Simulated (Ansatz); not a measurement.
Ansatz (a program for electronic structure) input:

Ansatz 0.2 input:
```yaml
crystal:
  periodic: [false, false, false]
  atoms:
    - {symbol: C, position_ang: [0.86960503, 1.66518517, -0.12267063]}
    - {symbol: C, position_ang: [0.10658209, 0.63012540, 0.03870510]}
    - {symbol: C, position_ang: [-0.68708286, -0.44387260, 0.20689303]}
    - {symbol: C, position_ang: [-0.34283198, -1.75679535, -0.09043260]}
    - {symbol: H, position_ang: [1.53637185, 2.01545253, 0.66246752]}
    - {symbol: H, position_ang: [0.88059896, 2.23165153, -1.05148823]}
    - {symbol: H, position_ang: [-1.67916485, -0.25344235, 0.61049230]}
    - {symbol: H, position_ang: [0.62962337, -2.00162375, -0.49338437]}
    - {symbol: H, position_ang: [-1.04506298, -2.55989368, 0.07694336]}
basis:
  gaussian:
    orbitals: def2-TZVP
hamiltonian:
  xc: b3lyp
  dispersion: d3bj
magnetization: {spin_polarized: true, initial_magnetization: 1}
phonons: {temperatures: {t_min: 298.15, t_max: 298.15, t_step: 100}}
```

**Question.** Predict the final energy.

**Answer.** -155.39988 Eh (B3LYP-D3(BJ)/def2-TZVP). The basis has 154 functions.

It need not be the lowest isomer of its formula.
